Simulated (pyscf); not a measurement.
Routes from O=Ta(Cl)(Cl)–Cl (SMILES [O]=[Ta]([Cl])([Cl])[Cl]) + NH₃ (SMILES N)

Candidate steps break at most two bonds and form at most two. Each was searched with GFN2-xTB (tblite) first. PySCF, gas phase, ωB97X-D3(BJ)/def2-SVP geometries. Energies: ωB97M-D3(BJ)/def2-TZVP, kJ/mol, from the separated reactants, singlet surface; ΔG‡ with ideal gas, 1 atm, RRHO with modes under 100 cm⁻¹ raised to 100, one conformer, R ln 2 for chiral ones without a mode under 150 cm⁻¹.

| products | type | ΔE‡ | ΔE | ΔG‡ 298 K | ΔG‡ 900 K | ν‡ (cm⁻¹) |
|---|---|---|---|---|---|---|
| H₂N–Ta(=O)(Cl)–Cl + HCl | four-centre exchange | 69.8 | +45.3 | 104.8 | 191.0 | 189i |
| H₂N–Ta(OH)(Cl)(Cl)–Cl | addition across a multiple bond or ene-type step | 70.0 | -40.3 | 105.8 | 192.9 | 1348i |

Row 1: On the reactant side the descent ends in an adduct with a N–Ta contact (not fully relaxed), 122.3 kJ/mol under the separated species and 187.4 kJ/mol under the saddle at ωB97X-D3(BJ)/def2-TZVP. Row 2: On the reactant side the descent ends in an adduct with a N–Ta contact, 118.4 kJ/mol under the separated species and 177.0 kJ/mol under the saddle at ωB97X-D3(BJ)/def2-TZVP. 

Plain bond fissions and candidates not yet searched are not listed, and one of them may be faster. Each barrier is that of the saddle found; lower ones may exist. Elements past Kr carry the def2 core potentials, without spin-orbit coupling.
